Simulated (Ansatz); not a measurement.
## Ansatz (development build ahead of 0.2.0) run

```yaml
crystal:
  periodic: [false, false, false]
  atoms:
    - { symbol: O, position_ang: [1.95111, 0.00532, -0.0039] }
    - { symbol: H, position_ang: [1.45171, 0.69867, 0.43434] }
    - { symbol: H, position_ang: [2.65569, 0.45471, -0.44686] }
    - { symbol: O, position_ang: [0.00297, 1.95769, -0.00395] }
    - { symbol: H, position_ang: [-0.69024, 1.46316, -0.42058] }
    - { symbol: H, position_ang: [-0.4614, 2.71243, 0.4307] }
    - { symbol: O, position_ang: [-1.97369, 0.01584, -0.01019] }
    - { symbol: H, position_ang: [-1.43837, -0.70659, 0.43981] }
    - { symbol: H, position_ang: [-2.70415, -0.4606, -0.4591] }
    - { symbol: O, position_ang: [0.03552, -1.96282, 0.02648] }
    - { symbol: H, position_ang: [0.68711, -1.44033, -0.42629] }
    - { symbol: H, position_ang: [0.48375, -2.73747, 0.43955] }
basis:
  gaussian: { orbitals: def2-SVP }
hamiltonian:
  xc: hf
```

The input is written out in the form of the current development build from the run's settings.

The run gave:

| Quantity | Value |
| --- | --- |
| Converged | yes |
| Total energy | -303.87467 hartree |
| Spin squared of the determinant | 0.000 |
